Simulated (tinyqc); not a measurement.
Hueckel theory of the pi electrons, for the molecule O=CN=O (SMILES; centres numbered as the heavy atoms are written), step by step. One step of it, computed by the program tinyqc.

Question. Energy, charges, bond orders. E = sum n x; q_r = z_r - P_rr; bond order p = P_rs; free valence = sqrt(3) - sum of p over the bonds of the atom.

x values: [2.150195, 1.448563, 0.130582, -1.229340]

occupations: [2.000000, 2.000000, 0.000000, 0.000000]

charge and bond-order matrix P, order 1O, 2C, 3N, 4O:
```
[[1.360483, 0.839050, 0.118084, -0.390004],
 [0.839050, 0.639517, 0.390004, 0.118084],
 [0.118084, 0.390004, 0.834519, 0.898092],
 [-0.390004, 0.118084, 0.898092, 1.165481]]
```

Centres:
```
centre  z_r, pi electrons of the neutral centre         h
1O                                            1  1.000000
2C                                            1  0.000000
3N                                            1  0.500000
4O                                            1  1.000000
```

Bonds:
```
i  j         k
1  2  1.000000
2  3         1
3  4  1.000000
```

Give: pi energy = 4 alpha + this times beta; pi charges; Bond orders and lengths from R = 1.517 - 0.180 p; free valence of the carbons; gap between the highest filled and the next level.

Answer.

pi energy = 4 alpha + this times beta = 7.1975

pi charges: [-0.3605, 0.3605, 0.1655, -0.1655]

Bond orders and lengths from R = 1.517 - 0.180 p (angstrom, C-C alone):
```
bond       p  R
1-2   0.8391  -
2-3   0.3900  -
3-4   0.8981  -
```

free valence of the carbons: [0.5030]

gap between the highest filled and the next level = 1.3180 |beta|
